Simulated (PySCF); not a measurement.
Si(F)4 anion (F₄Si), SMILES F[Si](F)(F)F (connectivity only; charge and spin as stated), charge -1, multiplicity 2.

Coordinates come from a PBE0-D3(BJ)/def2-SVPD optimisation. The spin state was assumed, not searched. The isomer is the one that the SMILES or the coordinates give; other isomers of the formula were not compared.

Two levels are set side by side: PBE/def2-SVPD (PySCF) and ωB97X/def2-SVPD (PySCF). Same geometry, gas phase. Differences are taken from unrounded values.

| quantity | ωB97X |
|---|---|
| α-spin orbital gap (eV) | 9.59 |
| β-spin orbital gap (eV) | 12.53 |
| mean polarisability (bohr³) | 39.3 |

**Question.** What does PBE give, and how far is it from ωB97X? (Estimate from the structure and the level; the computed values follow.)

**Answer.** 
```tsv
quantity	PBE	PBE minus ωB97X
α-spin orbital gap (eV)	3.94	-5.66
β-spin orbital gap (eV)	5.75	-6.77
mean polarisability (bohr³)	45.8	6.5
```

Loosely held outer electrons make PBE densities more polarisable. Differences between two approximate levels are no errors against the true value.

Rough cost on one machine, each run with all the roots and properties that it gave: ωB97X against PBE within a factor of 2.
